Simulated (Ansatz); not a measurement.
Start from `BO[SiH3]` and change one atom or group to get `BOB`.

Ansatz, PBE0-D4/def2-TZVP geometries, multiplicity 1. 

```json
{"property": "size of the dipole moment (PBE/def2-TZVPP) / D", "`BO[SiH3]`": "1.04"}
{"property": "HOMO energy (PBE/def2-TZVPP) / eV", "`BO[SiH3]`": "-7.03"}
{"property": "zero-point energy (PBE0-D4/def2-TZVP) / kJ/mol", "`BO[SiH3]`": "133.1"}
{"property": "HOMO energy (B3LYP/def2-TZVPP) / eV", "`BO[SiH3]`": "-8.30"}
{"property": "HOMO–LUMO gap (PBE0/def2-TZVPP) / eV", "`BO[SiH3]`": "7.84"}
{"property": "HOMO energy (ωB97M-V/def2-TZVPP) / eV", "`BO[SiH3]`": "-10.86"}
```

(1) What does the change do to each property? (Best estimate.)

## Answers

(1) Ansatz gave: 
| property | `BOB` | shift |
| --- | --- | --- |
| size of the dipole moment (PBE/def2-TZVPP) / D | 0.34 | -0.70 |
| HOMO energy (PBE/def2-TZVPP) / eV | -7.19 | -0.16 |
| zero-point energy (PBE0-D4/def2-TZVP) / kJ/mol | 121.9 | -11.2 |
| HOMO energy (B3LYP/def2-TZVPP) / eV | -8.49 | -0.19 |
| HOMO–LUMO gap (PBE0/def2-TZVPP) / eV | 7.11 | -0.73 |
| HOMO energy (ωB97M-V/def2-TZVPP) / eV | -11.07 | -0.21 |

With PBE0 the HOMO falls by 0.19 eV and the LUMO falls by 0.93 eV, so the gap narrows by about 0.74 eV. PBE moves the HOMO by -0.16 eV and ωB97M-V by -0.21 eV. The zero-point energy changes by -11.2 kJ/mol with -3 modes. Dipoles are sizes alone; their direction can turn.

B3LYP here is the variant with VWN-RPA as its local correlation; programs differ in this.
